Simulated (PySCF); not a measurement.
# F3S: the cost of one run

Computed with PySCF 2.14.0; each step states its level. No surroundings beyond the atoms listed, unless a continuum is named. Atoms count from 0, parts from 1.

### Step 1. The system as given

4 atoms, charge -1, multiplicity 1; geometry: GFN2-xTB. Parts: 1 = atoms 0–2, `FSF`, charge 0; 2 = atom 3, `[F-]`, charge -1.

### Step 2. Optimising the geometry at PBE0-D3(BJ)/def2-TZVPD

The job: settings as JSON, then the geometry in Å.

```
{"job": {"xc": "PBE0", "basis": "def2-TZVPD", "d3": "d3bj", "grid": 3, "kind": "geom", "shake": 0.01}, "charge": -1, "multiplicity": 1, "parts": [{"atoms": "0-2", "charge": 0, "multiplicity": 1}, {"atoms": "3-3", "charge": -1, "multiplicity": 1}]}
F     -1.086322    -0.294389     0.038953
S      0.157249     1.020405    -0.151635
F      1.279780    -0.194420    -0.035201
F      1.590735     2.187346    -0.324983
```

Command:

```
> OMP_NUM_THREADS=1 python cluster_run.py task.json out
```

This one command runs all jobs of the session in turn.

**Question.** How long does this first job take on 1 thread of Arm Neoverse N1, shared host, and how much memory does it need?

About 86 s, with a peak of 0.6 GiB.
